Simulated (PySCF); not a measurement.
# J couplings in 2-Butanone

Geometry:
```
atom   x (Å)   y (Å)   z (Å)
  C1  -1.821  -0.125   0.840
  C2  -0.446  -0.555   0.374
  C3   0.490   0.606   0.101
  C4   1.896   0.252  -0.322
  O5   0.129   1.753   0.213
  H6  -2.464  -0.995   1.036
  H7  -1.755   0.472   1.762
  H8  -2.311   0.507   0.085
  H9  -0.503  -1.155  -0.552
 H10   0.044  -1.219   1.108
 H11   2.390  -0.351   0.456
 H12   1.880  -0.359  -1.238
 H13   2.471   1.169  -0.500
```

Method: B3LYP/pcJ-1 (without the spin–dipole term)//PBE0-D3(BJ)/def2-SVP, PySCF 2.14.0 with density-fitted response routines; isolated molecule, single conformer, non-relativistic. Couplings are averaged over pairs made equivalent by symmetry, fast rotation or ring inversion, so a value needn't be that of the named pair in this geometry, while other rotamers aren't included; one pair stands for each set, and the list holds those of at least 0.8 Hz over up to four bonds, among pairs with at least one C or H atom (others weren't computed).

Isotopes: ¹³C, ¹H, ¹⁷O. Couplings to quadrupolar nuclei such as 17O and 33S are rarely resolved in practice.

| pair | bonds | J (Hz) |
| --- | --- | --- |
| C1, C2 | 1 | ? |
| C1, H6 | 1 | ? |
| C2, C3 | 1 | 40.9 |
| C2, H9 | 1 | 128.2 |
| C3, C4 | 1 | 43.0 |
| C3, O5 | 1 | 34.1 |
| C4, H11 | 1 | 133.9 |
| C1, C3 | 2 | ? |
| C1, H9 | 2 | -3.1 |
| C2, C4 | 2 | 17.4 |
| C2, O5 | 2 | -0.8 |
| C2, H6 | 2 | ? |
| C3, H9 | 2 | -4.9 |
| C3, H11 | 2 | -5.2 |
| C4, O5 | 2 | -2.0 |
| H6, H7 | 2 | ? |
| H9, H10 | 2 | ? |
| H11, H12 | 2 | ? |
| C1, C4 | 3 | 1.1 |
| C1, O5 | 3 | -1.7 |
| C2, H11 | 3 | 1.8 |
| C3, H6 | 3 | 5.0 |
| O5, H9 | 3 | -1.6 |
| O5, H11 | 3 | -2.0 |
| H6, H9 | 3 | ? |

Problem. Estimate the withheld couplings, with signs.

Solution. 
- ¹J(C1,C2) = 40.1 Hz (bond length 1.515 Å)
- ¹J(C1,H6) = 134.6 Hz (bond length 1.100 Å, sp3 carbon)
- ²J(C1,C3) = -1.8 Hz (angle at C2 113°)
- ²J(C2,H6) = -3.7 Hz (mean over equivalent pairs that range from -4.6 to -2.1 Hz in this conformer)
- ²J(H6,H7) = -14.1 Hz (mean over equivalent pairs that range from -15.3 to -13.6 Hz in this conformer)
- ²J(H9,H10) = -21.8 Hz (angle at C2 105°)
- ²J(H11,H12) = -15.5 Hz (mean over equivalent pairs that range from -20.0 to -13.2 Hz in this conformer)
- ³J(H6,H9) = 8.1 Hz (mean over equivalent pairs that range from 3.7 to 16.4 Hz in this conformer)
